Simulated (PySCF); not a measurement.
# CH3N (H ... CHN ... H): the cost of one run

Programs: PySCF 2.14.0, with routines of our own; each step states its level. All values are computed. Atoms count from 0.

## 1. The system as given

5 atoms, charge 0, high-spin multiplicity 3; geometry from: GFN2-xTB fragments, placed rigidly.

The system (radical pair across a spacer): H···CHN···H. The radical centres are 3.00 Å apart, face to face; the spin sites are atom 0 (1 unpaired) and atom 1 (1 unpaired).

## 2. Magnetic exchange: CASSCF and SC-NEVPT2/def2-TZVP (2,2)

Job settings and geometry (Å):

```
{"job": {"kind": "cas", "basis": "def2-TZVP", "active": "magnetic", "zfs": true}, "charge": 0, "high_spin_multiplicity": 3, "spin_sites": [[[0], 1], [[1], 1]]}
H      0.000000     0.000000    -1.498000
H      0.000000     0.000000     1.498000
C     -0.026400    -0.000100     0.000000
N      1.111200     0.000000    -0.000000
H     -1.084800     0.000000    -0.000000
```

Level: CASSCF and SC-NEVPT2/def2-TZVP spin states, gas phase.

Command:

```
> OMP_NUM_THREADS=1 python exch_run.py task.json out
```

One launch serves the whole session: the jobs run in the order shown.

**Question.** How long does this first job take on 1 thread of Arm Neoverse N1, shared host?

About 2 s.
